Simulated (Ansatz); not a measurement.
A made-up structure of CH₆AlSi (charge +1), singlet:

```
9
angstrom
C -0.8665 1.5450 -1.2212
Al -0.0972 0.1754 -0.1372
Si 0.8935 -1.5927 1.2593
H -0.6055 1.3933 -2.2735
H -1.9575 1.5379 -1.1315
H -0.5008 2.5297 -0.9130
H 2.3505 -1.4895 1.0191
H 0.2931 -2.8488 0.7561
H 0.8441 -1.0023 0.0560
```

It is relaxed with PBE-D4/def2-SVP and then PBE0-D4/def2-TZVP (Ansatz 0.2.0). Atoms count as bonded within 1.22 times the sum of their covalent radii (H–H: 0.88 Å). The end point is not checked to be a true minimum.

Does its bonding change? (Judge from chemistry; the calculation decides.)

Computed: Yes. Formed: none; broken: Al2–H9.

Where it ends: The first stage lowers the energy by 2.59 eV in 16 steps. It ends as CH₆AlSi ([CH3][Al][SiH3]), total charge +1:
```csv
atom,x (Å),y (Å),z (Å)
C1,-0.9791,1.7240,-1.1329
Al2,-0.0761,0.2190,-0.3823
Si3,1.0891,-1.7214,0.5846
H4,-0.7779,1.7955,-2.2066
H5,-2.0604,1.6336,-0.9890
H6,-0.6429,2.6501,-0.6558
H7,2.0968,-1.1376,1.4983
H8,0.0296,-2.4896,1.2765
H9,1.6745,-2.4256,-0.5785
```

Labels in which every atom is bracketed show which atoms are joined, not bond orders.

For scale, one of the runs: PBE0-D4/def2-TZVP relaxation, 141 basis functions, launched by `ansatz run in.yaml --threads 2 --pin off --events-out ev --progress --plain --max-ram 4352MiB`. The run took about 13 s on 2 CPU threads of an Arm Neoverse V2 (shared host).
